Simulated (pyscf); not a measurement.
Structures and frequencies: ωB97X-D3(BJ)/def2-SVP in PySCF. Correlated levels are frozen-core, on RHF or UHF. ΔMP2 is the change of the MP2 total energy from the triple- to the quadruple-zeta basis.

### Question
What are the homolytic bond dissociation enthalpies (298 K) of O=B–OH at CCSD(T)/def2-TZVPP + ΔMP2(QZVPP), weakest first?

### Answer
H–O to •O–B=O + H•: 489.7 kJ/mol; B–O to [B=O]• + OH•: 591.2 kJ/mol. Ring and multiple bonds, and those that leave no two simple radicals, are not listed. The radicals are drawn with the spin at the cut bond; how far it spreads was not checked. The CCSD(T) − MP2 part came from Ansatz, without density fitting, on the same reference. A UHF reference is spin-contaminated (<S²> up to 0.94), which harms MP2 most. Left out: the spin-orbit lowering of OH. The term symbol of open-shell •O–B=O was not checked; spin-orbit terms are left out.
